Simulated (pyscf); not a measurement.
Structures and frequencies: ωB97X-D3(BJ)/def2-SVP in PySCF. Correlated levels are frozen-core, on RHF or UHF. ΔMP2 is the change of the MP2 total energy from the triple- to the quadruple-zeta basis.

Question: For methylsilane (H₃C–SiH₃) + H atom (H•) → methane (CH₄) + silyl (SiH₃•), a substitution at C (doublet surface; C–Si broken, C–H formed), PBE/def2-TZVP gives ΔE‡ = 82.9 kJ/mol and ΔE = -85.6 kJ/mol (zero: the separated reactants). In which direction and how far do B3LYP-D3(BJ)/def2-TZVP, PBE0-D3(BJ)/def2-TZVP, CCSD(T)/def2-TZVPP + ΔMP2(QZVPP) move these?

Answer: B3LYP-D3(BJ): ΔE‡ = 96.3 kJ/mol, ΔE = -91.2 kJ/mol; PBE0-D3(BJ): ΔE‡ = 100.7 kJ/mol, ΔE = -79.3 kJ/mol; CCSD(T): ΔE‡ = 119.8 kJ/mol, ΔE = -82.6 kJ/mol. PBE's barrier lies under all of them, by 13.4 to 36.9 kJ/mol. Its reaction energy lies among theirs. Low barriers are usual for a GGA, whose delocalisation error favours stretched bonds. The same reactants have a lower exit, to H₃C–SiH₂• + H₂ (barrier +19.8 kJ/mol at ωB97M-D3(BJ), against +119.1 kJ/mol here). One saddle was located; it need not be the lowest between these sides. The angle at the attacked C is 180°. The CCSD(T) − MP2 part came from Ansatz, without density fitting, on the same reference.
